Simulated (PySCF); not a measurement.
**MP2/SBKJC (core potential) run of H3S+ (sulfonium)**

Aim: the vertical singlet–triplet gap of H3S+ (sulfonium) at MP2/SBKJC (core potential), from 2 runs. The job is set up through a Python script.

Program for the calculation: PySCF 2.14.0.

6 further runs of the same task are left out: 1 that didn't finish, 5 set aside as unsound or not needed.

## (1) The system as given

H3S+: 4 atoms, total charge +1, spin state singlet. As SMILES, `[SH3+]`. The shape is that of a GFN2-xTB optimisation.

Bond lengths: S1–H2 1.356 Å, S1–H3 1.355 Å, S1–H4 1.355 Å. Angles: H2–S1–H3 93.7°, H2–S1–H4 93.7°, H3–S1–H4 93.7°.

## (2) A single-point energy at MP2/SBKJC (core potential)

The input, run.py:

```python
from pyscf import gto, scf, mp

molecule = gto.Mole()
molecule.atom = '''
S      0.301620    -0.100910    -0.445950
H      0.848020     0.280920     0.734350
H     -0.494150    -1.037930     0.125030
H     -0.655500     0.857920    -0.413440
'''
molecule.basis = 'sbkjc'
molecule.ecp = {'S': 'sbkjc'}
molecule.charge = 1
molecule.spin = 0
molecule.max_memory = 1860
molecule.verbose = 3
molecule.build()

mf = scf.RHF(molecule)
mf.conv_tol = 1e-10
mf.kernel()
if not mf.converged:
    mf = mf.newton().run(mf.mo_coeff, mf.mo_occ)

pt = mp.MP2(mf).run()
energy = pt.e_tot
print(f'total energy: {energy:.8f} hartree')
```

On the command line:

```bash
OMP_NUM_THREADS=1 python run.py
```

The program printed:

```text
converged SCF energy = -11.2971092807289
E(RMP2) = -11.3539908326204  E_corr = -0.0568815518915667
E(SCS-RMP2) = -11.3614773139935  E_corr = -0.0643680332646407
total energy: -11.35399083 hartree
```

Wall time 0.56 s (1 thread of Arm Neoverse V2, shared host); peak memory 0.12 GiB.

## (3) The triplet at the same level

The input, run.py:

```python
from pyscf import gto, scf, mp

system = gto.Mole()
system.atom = [
    ('S', (0.301620, -0.100910, -0.445950)),
    ('H', (0.848020, 0.280920, 0.734350)),
    ('H', (-0.494150, -1.037930, 0.125030)),
    ('H', (-0.655500, 0.857920, -0.413440)),
]
system.spin = 2
system.ecp = {'S': 'sbkjc'}
system.verbose = 3
system.charge = 1
system.basis = 'sbkjc'
system.max_memory = 1860
system.build()

myscf = scf.UHF(system)
myscf.conv_tol = 1e-10
myscf.kernel()
if not myscf.converged:
    myscf = myscf.newton().run(myscf.mo_coeff, myscf.mo_occ)

pt = mp.MP2(myscf).run()
e_tot = pt.e_tot
print('Final energy', e_tot)
```

On the command line:

```bash
OMP_NUM_THREADS=1 python run.py
```

The program printed:

```text
WARN: HOMO 0.186752243485349 >= LUMO -0.291615755540593

WARN: HOMO -0.464785643978031 >= LUMO -0.515770341535623

converged SCF energy = -10.9774777983703  <S^2> = 2.0111269  2S+1 = 3.0074088
E(UMP2) = -11.022005446796  E_corr = -0.0445276484257516
E(SCS-UMP2) = -11.0274054267698  E_corr = -0.0499276283995869
Final energy -11.022005446796012
```

Wall time 0.58 s (1 thread of Arm Neoverse V2, shared host); peak memory 0.12 GiB.

## (4) Summary of results

Level: MP2/SBKJC (core potential).

| quantity | value |
| --- | --- |
| singlet: total energy | -11.35399 Eh |
| singlet: HOMO energy (Hartree–Fock orbitals) | -21.24 eV |
| singlet: LUMO energy (Hartree–Fock orbitals) | -2.61 eV |
| singlet: HOMO–LUMO gap (Hartree–Fock orbitals) | 18.63 eV |
| singlet: correlation energy | -56.9 mEh |
| triplet: total energy | -11.02201 Eh |
| triplet: HOMO energy (Hartree–Fock orbitals) (highest over α and β) | -11.88 eV |
| triplet: LUMO energy (Hartree–Fock orbitals) (lowest over α and β) | -10.67 eV |
| triplet: correlation energy | -44.5 mEh |
| triplet: ⟨S²⟩ of the reference determinant | 2.011 |
| vertical energy of the triplet above the singlet | 9.034 eV |

At this shape the triplet lies 9.03 eV (872 kJ/mol) above the singlet. Mulliken charges (triplet) of the mean-field density run from +0.05 on H3 to +0.63 on S1; they depend strongly on the basis.
